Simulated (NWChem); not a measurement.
The numbers come from NWChem runs, not from measurements. System: O₂, charge 1, spin multiplicity 2, displaced from the optimised geometry. The structure started from a generated list of species. Its SCF solution wasn't tested for a lower state. Level: UPBE0/def2-TZVP.

The NWChem input:

```
start mol
memory heap 200 mb stack 900 mb global 1100 mb
charge 1
geometry units angstroms nocenter noautoz
  O      0.000000     0.000000     0.564558
  O      0.000000     0.000000    -0.564558
  symmetry group D2h
end
basis spherical
  * library def2-tzvp
end
basis "cd basis" spherical
  * library weigend_coulomb_fitting
end
dft
  xc pbe0
  odft
  mult 2
  semidirect memsize 60000000 filesize 0
  iterations 100
end
task dft gradient
```

NWChem printed:

```
             Northwest Computational Chemistry Package (NWChem) 7.3.0
             --------------------------------------------------------

                                NWChem Input Module
                                -------------------

 Scaling coordinates for geometry "geometry" by  1.889725989
 (inverse scale =  0.529177249)

 Turning off AUTOSYM since
 SYMMETRY directive was detected!

                             Geometry "geometry" -> ""
                             -------------------------

 Output coordinates in angstroms (scale by  1.889725989 to convert to a.u.)

  No.       Tag          Charge          X              Y              Z
 ---- ---------------- ---------- -------------- -------------- --------------
    1 O                    8.0000     0.00000000     0.00000000     0.56455800
    2 O                    8.0000     0.00000000     0.00000000    -0.56455800

 Effective nuclear repulsion energy (a.u.)      29.9945656035

            Nuclear Dipole moment (a.u.)
            ----------------------------
        X                 Y               Z
 ---------------- ---------------- ----------------
     0.0000000000     0.0000000000     0.0000000000

      Symmetry information
      --------------------

 Group name             D2h
 Group number             26
 Group order               8
 No. of unique centers     1

      Symmetry unique atoms

     1


 Summary of "ao basis" -> "" (spherical)
 ------------------------------------------------------------------------------
       Tag                 Description            Shells   Functions and Types
 ---------------- ------------------------------  ------  ---------------------
 *                         def2-tzvp                  on all atoms

 Summary of "cd basis" -> "" (spherical)
 ------------------------------------------------------------------------------
       Tag                 Description            Shells   Functions and Types
 ---------------- ------------------------------  ------  ---------------------
 *                  weigend_coulomb_fitting           on all atoms

                                 NWChem DFT Module
                                 -----------------

 Summary of "ao basis" -> "ao basis" (spherical)
 ------------------------------------------------------------------------------
       Tag                 Description            Shells   Functions and Types
 ---------------- ------------------------------  ------  ---------------------
 O                         def2-tzvp                11       31   5s3p2d1f

 Summary of "cd basis" -> "cd basis" (spherical)
 ------------------------------------------------------------------------------
       Tag                 Description            Shells   Functions and Types
 ---------------- ------------------------------  ------  ---------------------
 O                  weigend coulomb fitting         15       49   6s4p3d1f1g

 Summary of "ao basis" -> "ao basis" (spherical)
 ------------------------------------------------------------------------------
       Tag                 Description            Shells   Functions and Types
 ---------------- ------------------------------  ------  ---------------------
 O                         def2-tzvp                11       31   5s3p2d1f

      Symmetry analysis of basis
      --------------------------

        ag         14
        au          3
        b1g         3
        b1u        14
        b2g         7
        b2u         7
        b3g         7
[...]
   alpha     11     12     13     14     15     16     17     18     19     20
    beta     11     13     12     14     15     17     16     18     20     19
 overlap   1.000  0.999  1.000  0.999  1.000  0.998  1.000  1.000  1.000  1.000

   alpha     21     22     23     24     25     26     27     28     29     30
    beta     22     21     24     23     25     28     26     27     30     29
 overlap   1.000  1.000  1.000  1.000  1.000  1.000  1.000  1.000  1.000  1.000

   alpha     31     32     33     34     35     36     37     38     39     40
    beta     31     33     34     32     35     36     38     37     39     40
 overlap   1.000  1.000  1.000  1.000  1.000  1.000  1.000  1.000  0.999  0.999

   alpha     41     42     43     44     45     46     47     48     49     50
    beta     42     41     43     45     44     47     46     48     49     51
 overlap   0.999  0.999  0.999  1.000  1.000  0.999  0.999  1.000  0.999  0.999

   alpha     51     52     53     54     55     56     57     58     59     60
    beta     50     53     52     54     56     55     57     58     59     60
 overlap   0.973  1.000  1.000  0.973  1.000  1.000  1.000  1.000  1.000  1.000

   alpha     61     62
    beta     61     62
 overlap   1.000  1.000

     --------------------------
     Expectation value of S2:
     --------------------------
      <S2> =      0.7530 (Exact =     0.7500)

 center of mass
 --------------
 x =   0.00000000 y =   0.00000000 z =   0.00000000

 moments of inertia (a.u.)
 ------------------
          36.410496387902           0.000000000000           0.000000000000
           0.000000000000          36.410496387902           0.000000000000
           0.000000000000           0.000000000000           0.000000000000

     Multipole analysis of the density
     ---------------------------------

     L   x y z        total         alpha         beta         nuclear
     -   - - -        -----         -----         ----         -------
     0   0 0 0      1.000000     -8.000000     -7.000000     16.000000

     1   1 0 0     -0.000000     -0.000000      0.000000      0.000000
     1   0 1 0     -0.000000     -0.000000     -0.000000      0.000000
     1   0 0 1      0.000000      0.000000     -0.000000      0.000000

     2   2 0 0     -5.589879     -2.902528     -2.687351      0.000000
     2   1 1 0     -0.000000     -0.000000     -0.000000      0.000000
     2   1 0 1      0.000000      0.000000      0.000000      0.000000
     2   0 2 0     -6.134277     -3.473069     -2.661208      0.000000
     2   0 1 1      0.000000      0.000000      0.000000      0.000000
     2   0 0 2     -4.904938    -12.389356    -10.726623     18.211042

            General Information
            -------------------
          SCF calculation type: DFT
          Wavefunction type:  spin polarized.
          No. of atoms     :     2
          No. of electrons :    15
           Alpha electrons :     8
            Beta electrons :     7
          Charge           :     1
          Spin multiplicity:     2
          Use of symmetry is: on ; symmetry adaption is: on
          Maximum number of iterations: 100
          AO basis - number of functions:    62
                     number of shells:    22
          A Charge density fitting basis will be used.
          CD basis - number of functions:    98
                     number of shells:    30
          Convergence on energy requested:  1.00D-06
          Convergence on density requested:  1.00D-05
          Convergence on gradient requested:  5.00D-04

              XC Information
              --------------
                         PBE0 Method XC Functional
                     Hartree-Fock (Exact) Exchange  0.250
          PerdewBurkeErnzerhof Exchange Functional  0.750
            Perdew 1991 LDA Correlation Functional  1.000 local
           PerdewBurkeErnz. Correlation Functional  1.000 non-local

             Grid Information
             ----------------
          Grid used for XC integration:  medium
          Radial quadrature: Mura-Knowles
          Angular quadrature: Lebedev.
          Tag              B.-S. Rad. Rad. Pts. Rad. Cut. Ang. Pts.
          ---              ---------- --------- --------- ---------
          O                   0.60       49           6.0       434
          Grid pruning is: on
          Number of quadrature shells:    49
          Spatial weights used:  Erf1

          Convergence Information
          -----------------------
          Convergence aids based upon iterative change in
          total energy or number of iterations.
          Levelshifting, if invoked, occurs when the
          HOMO/LUMO gap drops below (HL_TOL):  1.00D-02
          DIIS, if invoked, will attempt to extrapolate
          using up to (NFOCK): 10 stored Fock matrices.

                    Damping( 0%)  Levelshifting(0.5)       DIIS
                  --------------- ------------------- ---------------
          dE  on:    start            ASAP                start
          dE off:    2 iters        100 iters           100 iters

      Screening Tolerance Information
      -------------------------------
          Density screening/tol_rho:  1.00D-10
          AO Gaussian exp screening on grid/accAOfunc:  14
          CD Gaussian exp screening on grid/accCDfunc:  20
          XC Gaussian exp screening on grid/accXCfunc:  20
          Schwarz screening/accCoul:  1.00D-08

  int_init: cando_txs set to always be  F
  intd_init: cando_txs set to always be  F

                            NWChem DFT Gradient Module
                            --------------------------

  charge          =   1.00
  wavefunction    = open shell

  Using symmetry

                         DFT ENERGY GRADIENTS

    atom               coordinates                        gradient
                 x          y          z           x          y          z
   1 O       0.000000   0.000000   1.066860    0.000000   0.000000   0.071130
   2 O       0.000000   0.000000  -1.066860    0.000000   0.000000  -0.071130

                 ----------------------------------------
                 |  Time  |  1-e(secs)   |  2-e(secs)   |
                 ----------------------------------------
                 |  CPU   |       0.00   |       0.54   |
                 ----------------------------------------
                 |  WALL  |       0.00   |       0.54   |
                 ----------------------------------------

 Task  times  cpu:        1.6s     wall:        1.6s

 Total times  cpu:        1.6s     wall:        1.6s
```
